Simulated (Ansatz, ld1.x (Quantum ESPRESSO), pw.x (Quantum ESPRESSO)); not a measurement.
# pw.x on sc Mg: one setting changed

Potential: ultrasoft, ld1.x (Quantum ESPRESSO) 7.5, PBEsol; core [Ne], reference 3s2 3p0; waves: 3s (bound): rcut 1.95, rcutus 2.55 bohr; 3s channel at 0.05 Ry: rcut 1.95, rcutus 2.55 bohr; 3p (bound, empty): rcut 1.85, rcutus 2.45 bohr; 3p channel at 0.3 Ry: rcut 1.85, rcutus 2.45 bohr; 3d channel at -0.15 Ry: rcut 2.05, rcutus 2.55 bohr; 3d channel at 0.3 Ry: rcut 2.05, rcutus 2.55 bohr; local part: all-electron potential smoothed inside 2.40 bohr (lloc = -1); core correction: Bessel-smoothed model core, default radius (core density twice the valence density); augmentation: PSQ, inside the norm-conserving radii.

The reference run (k-mesh 11³, cutoffs 40/320 Ry, Fermi–Dirac 0.01 Ry, mixing_beta 0.4, conv_thr 1e-9, no spin) gives -0.15 GPa at 27.084 Å³/atom, where all-electron LAPW gives -0.16 GPa. This run, with its own iteration cap, changes ecutrho/ecutwfc to 3.

```
&control
  calculation='scf', prefix='x', pseudo_dir='./', outdir='./tmp', tstress=.true., disk_io='none'
/
&system
  ibrav=0, nat=1, ntyp=1, ecutwfc=40, ecutrho=120, nbnd=8,
  occupations='smearing', smearing='fd', degauss=0.01
/
&electrons
  conv_thr=1e-09, mixing_beta=0.4, electron_maxstep=60
/
ATOMIC_SPECIES
Mg 1.0 Mg.UPF
CELL_PARAMETERS angstrom
  3.00310789 0.00000000 0.00000000
  0.00000000 3.00310789 0.00000000
  0.00000000 0.00000000 3.00310789
ATOMIC_POSITIONS crystal
Mg 0.0000 0.0000 0.0000
K_POINTS automatic
11 11 11 0 0 0
```

```bash
pw.x < Mg.scf.in > Mg.scf.out
```

Question: How does the run end?

Answer: It converges in 5 iterations; the free energy moves by -0.1 meV/atom and the pressure by +0.00 GPa. Below 4 the density is truncated and F is no longer variational, so a small shift in one case is no licence.

```
Message from routine set_cutoff:
     ecutrho < 4*ecutwfc, are you sure?
     Message from routine setup:
     using ibrav=0 with symmetry is DISCOURAGED, use correct ibrav instead
     lattice parameter (alat)  =       5.6751  a.u.
     unit-cell volume          =     182.7719 (a.u.)^3
     number of electrons       =         2.00
     number of Kohn-Sham states=            8
     kinetic-energy cutoff     =      40.0000  Ry
     charge density cutoff     =     120.0000  Ry
     scf convergence threshold =      1.0E-09
     Exchange-correlation= PBESOL
     number of k points=    56  Fermi-Dirac smearing, width (Ry)=  0.0100
     iteration #  1     ecut=    40.00 Ry     beta= 0.40
     total energy              =      -5.26354808 Ry
     estimated scf accuracy    <       0.00315203 Ry
     iteration #  2     ecut=    40.00 Ry     beta= 0.40
     total energy              =      -5.26327316 Ry
     estimated scf accuracy    <       0.00100622 Ry
     iteration #  3     ecut=    40.00 Ry     beta= 0.40
     total energy              =      -5.26330485 Ry
     estimated scf accuracy    <       0.00000155 Ry
     iteration #  4     ecut=    40.00 Ry     beta= 0.40
     total energy              =      -5.26330492 Ry
     estimated scf accuracy    <       0.00000017 Ry
     iteration #  5     ecut=    40.00 Ry     beta= 0.40
     the Fermi energy is     2.5274 ev
!    total energy              =      -5.26330493 Ry
     estimated scf accuracy    <          2.6E-10 Ry
     smearing contrib. (-TS)   =      -0.00187538 Ry
     The total energy is F=E-TS. E is the sum of the following terms:
     one-electron contribution =       1.16253492 Ry
     hartree contribution      =       0.00436529 Ry
     xc contribution           =      -4.42849057 Ry
     ewald contribution        =      -1.99983919 Ry
     convergence has been achieved in   5 iterations
          total   stress  (Ry/bohr**3)                   (kbar)     P=       -1.46
     Message from routine punch:
     Nothing written, as per user request (disk_io='none')
```

The run took about 1.6 s on one core of a shared host (Neoverse-V2, 96 threads, 742 GiB, load 67).
